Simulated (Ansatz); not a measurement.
A made-up structure of CH4BN, closed shell:

```
7
angstrom
B -0.8018 -0.3766 -0.3568
C 0.4330 -0.7189 0.0397
N 0.1729 0.7180 0.1822
H -1.8216 -0.7827 -0.7983
H 0.6791 1.3390 -0.4491
H 0.0978 1.0768 1.1341
H 1.2559 -1.3573 0.2371
```

It is relaxed with PBE-D4/def2-SVP and then PBE0-D4/def2-TZVP (Ansatz 0.2.0). Atoms count as bonded within 1.22 times the sum of their covalent radii (H–H: 0.88 Å). The end point is not checked to be a true minimum.

(1) Does its bonding change? (A judgement: the text doesn't fix the answer.)

Answers

(1) The calculation gives: No: no bond forms or breaks.

Where it ends: The first stage lowers the energy by 0.44 eV in 6 steps. It ends as CH₄BN ([BH]1[CH][NH2]1):
B1  (-0.795, -0.505, -0.376)
C2  (0.476, -0.812, 0.040)
N3  (0.165, 0.650, 0.168)
H4  (-1.901, -0.526, -0.785)
H5  (0.615, 1.306, -0.461)
H6  (0.045, 1.049, 1.093)
H7  (1.411, -1.263, 0.309)
(Å)

Labels in which every atom is bracketed show which atoms are joined, not bond orders.

For scale, one of the runs: PBE0-D4/def2-TZVP relaxation, 117 basis functions, launched by `ansatz run in.yaml --threads 2 --pin off --events-out ev --progress --plain --max-ram 4352MiB`. Hardware: 2 CPU threads of an Arm Neoverse V1, shared host. Wall time about 12 s.
